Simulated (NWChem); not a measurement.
System: isobutene (C$_{4}$H$_{8}$); SMILES C=C(C)C

Computed with NWChem. Geometry: optimised at PBE0/def2-SVP.

For level PBE/def2-TZVP:

```
Property                     Value
---------------------------  -----
highest occupied level (eV)  -5.91
orbital gap (eV)              5.38
```

### Question
What are these values for level CAM-B3LYP/def2-TZVP?

### Answer
The highest occupied level (eV) comes out as -8.34 and the orbital gap (eV) comes out as 9.96.
